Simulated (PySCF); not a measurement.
Compound: PN.
Numbering: `[N:1]#[P:2]`

Cartesian coordinates in Å at the PBE0-D3(BJ)/def2-TZVP level; atoms count from 1:
```
atom  x, y, z in Å
N1    -0.6744   -0.2886    0.0674
P2     0.6917    0.2598   -0.0796
```

Theory: TDDFT CAM-B3LYP/aug-cc-pVTZ, vertical, gas phase, core orbitals frozen in the response in PySCF 2.14.0, density-fitted response routines. Geometry: PBE0-D3(BJ)/def2-TZVP; no solvent, vibrations or thermal averaging.

Ground-to-excited transition dipoles (e·a0, same axes as the geometry; the sign carries no meaning), for the states with f of 0.002 or more among the lowest 9:

```json
{"state": "S4", "E (hartree)": "0.1889", "μx": "-0.022", "μy": "0.092", "μz": "0.140"}
{"state": "S5", "E (hartree)": "0.1889", "μx": "-0.061", "μy": "0.127", "μz": "-0.093"}
{"state": "S6", "E (hartree)": "0.2883", "μx": "-0.616", "μy": "-0.247", "μz": "0.066"}
{"state": "S7", "E (hartree)": "0.3158", "μx": "0.238", "μy": "-0.556", "μz": "0.138"}
{"state": "S8", "E (hartree)": "0.3158", "μx": "0.004", "μy": "0.151", "μz": "0.602"}
{"state": "S9", "E (hartree)": "0.3259", "μx": "-0.958", "μy": "-0.385", "μz": "0.103"}
```

(1) Work out the oscillator strengths.

(2) Label these states by symmetry in C∞v.

(3) What angle do the transition dipoles of S6 and S9 make?

(4) How is the summed strength of these states shared among x, y and z?

(5) What peak molar absorption coefficient would the strongest computed level give as a lone Gaussian band 0.3 eV wide at half height?

## Answers

(1) f = (2/3) ΔE |μ|² with ΔE in hartree (27.2114 eV).

```json
{"state": "S4", "|μ|² (au)": "0.028", "|μ| (D)": "0.43", "f": "0.004"}
{"state": "S5", "|μ|² (au)": "0.028", "|μ| (D)": "0.43", "f": "0.004"}
{"state": "S6", "|μ|² (au)": "0.445", "|μ| (D)": "1.70", "f": "0.086"}
{"state": "S7", "|μ|² (au)": "0.385", "|μ| (D)": "1.58", "f": "0.081"}
{"state": "S8", "|μ|² (au)": "0.385", "|μ| (D)": "1.58", "f": "0.081"}
{"state": "S9", "|μ|² (au)": "1.077", "|μ| (D)": "2.64", "f": "0.234"}
```

(2) Polarised along the molecular axis, so Σ+: S6 and S9. Polarised across the molecular axis, so Π: S4, S5, S7 and S8.

(3) |cos θ| = |μa·μb| / (|μa| |μb|) = 1.00, so θ ≈ 0° (taken between 0 and 90°, since the signs are arbitrary).

(4) (2/3) Σ ΔE μα² gives 0.285 for x, 0.117 for y and 0.087 for z, 0.489 in all.

(5) ε(max) = 2.175×10⁸ f / FWHM, with the width in cm⁻¹. S9: 2.175×10⁸ × 0.2339 / 2420 ≈ 21000 L mol⁻¹ cm⁻¹.

S4/S5 and S7/S8 coincide within about 0.01 eV; within a degenerate level the directions of the single components are arbitrary.

The run took 1.6 s wall on one thread, Arm Neoverse V1 (aarch64), shared host, and the process peaked at 0.32 GiB of memory.
